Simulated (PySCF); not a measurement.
## Running PySCF for MgSi⁻

The script input.py:

```python
from pyscf import gto, dft

mol = gto.M(
    atom='Mg 0 0 0; Si 0 0 2.441',
    basis='jorge-dzp-dkh',
    charge=-1,
    spin=1,
    verbose=4,
)
mf = dft.UKS(mol, xc='revtpss')
mf = mf.sfx2c1e()
mf.kernel()
mf.dip_moment()
print('orbital energies (hartree):', [e[max(0, n-3):n+3].round(4) for e, n in zip(mf.mo_energy, mol.nelec)])
```

```bash
$ OMP_NUM_THREADS=1 python input.py
```

The log (some set-up lines and the per-cycle HOMO/LUMO lines with their warnings removed):

```
PySCF version 2.14.0

[INPUT] Symbol           X                Y                Z      unit          X                Y                Z       unit  Magmom
[INPUT]  1 Mg     0.000000000000   0.000000000000   0.000000000000 AA    0.000000000000   0.000000000000   0.000000000000 Bohr   0.0
[INPUT]  2 Si     0.000000000000   0.000000000000   2.441000000000 AA    0.000000000000   0.000000000000   4.612821470063 Bohr   0.0

nuclear repulsion = 36.4202259051864
number of shells = 24
number of NR pGTOs = 88
number of NR cGTOs = 48
basis = jorge-dzp-dkh
ecp = {}

******** <class 'pyscf.x2c.sfx2c1e.sfX2C1eUKS'> ********
method = sfX2C1eUKS
initial guess = minao
damping factor = 0
level_shift factor = 0
DIIS = <class 'pyscf.scf.diis.CDIIS'>
SCF conv_tol = 1e-09
SCF max_cycles = 50
number electrons alpha = 14  beta = 13
XC functionals = revtpss

grids dens level: 3

******** <class 'pyscf.x2c.sfx2c1e.SpinFreeX2CHelper'> ********
approx = 1e
xuncontract = 1
tot grids = 37760
init E= -490.268130773998

cycle= 1 E= -490.097154086257  delta_E= 0.171  |g|= 0.308  |ddm|=  1.2
cycle= 2 E= -488.733363096139  delta_E= 1.36  |g|= 0.803  |ddm|= 2.05
cycle= 3 E= -490.241440924927  delta_E= -1.51  |g|= 0.0745  |ddm|= 1.64

cycle= 4 E= -490.170505126639  delta_E= 0.0709  |g|= 0.131  |ddm|= 1.41
cycle= 5 E= -490.24411861708  delta_E= -0.0736  |g|= 0.0532  |ddm|=  1.4
cycle= 6 E= -490.247872697149  delta_E= -0.00375  |g|= 0.0167  |ddm|= 0.0788
cycle= 7 E= -490.248313406967  delta_E= -0.000441  |g|= 0.00681  |ddm|= 0.0493
cycle= 8 E= -490.24846438708  delta_E= -0.000151  |g|= 0.00228  |ddm|= 0.0235
cycle= 9 E= -490.248540939612  delta_E= -7.66e-05  |g|= 0.00195  |ddm|= 0.0222
cycle= 10 E= -490.248672718526  delta_E= -0.000132  |g|= 0.00158  |ddm|= 0.0477
cycle= 11 E= -490.2487741871  delta_E= -0.000101  |g|= 0.000843  |ddm|= 0.0875
cycle= 12 E= -490.248791396172  delta_E= -1.72e-05  |g|= 0.00147  |ddm|= 0.0221
cycle= 13 E= -490.24877554758  delta_E= 1.58e-05  |g|= 0.000475  |ddm|= 0.0198
cycle= 14 E= -490.248774226062  delta_E= 1.32e-06  |g|= 0.000126  |ddm|= 0.00984
cycle= 15 E= -490.248774461077  delta_E= -2.35e-07  |g|= 7.25e-05  |ddm|= 0.00422
cycle= 16 E= -490.248774482543  delta_E= -2.15e-08  |g|= 2.49e-05  |ddm|= 0.00104
cycle= 17 E= -490.248774488903  delta_E= -6.36e-09  |g|= 6.42e-06  |ddm|= 0.000495
cycle= 18 E= -490.248774489143  delta_E= -2.4e-10  |g|= 3.68e-06  |ddm|= 9.95e-05
Extra cycle  E= -490.248774489858  delta_E= -7.15e-10  |g|= 1.03e-05  |ddm|= 0.000146
converged SCF energy = -490.248774489858  <S^2> = 0.88465837  2S+1 = 2.1304069
Dipole moment(X, Y, Z, Debye): -0.00005, -0.00025, -7.05259
orbital energies (hartree): [array([-0.0235,  0.0212,  0.045 ,  0.0535,  0.1204,  0.1297]), array([-0.1728, -0.0196,  0.0542,  0.0569,  0.0701,  0.1249])]
```

In short: E(SCF) = -490.248774 Eh, ⟨S²⟩ = 0.885.

Run time: 5.2 s on 1 thread of Intel Xeon Platinum 8559C (shared host), peak memory 0.21 GiB.

The basis has no diffuse functions, which an anion needs. The bond length is a typed value, not an optimised one. The dipole of an ion depends on the origin. No search for the lowest solution was made.
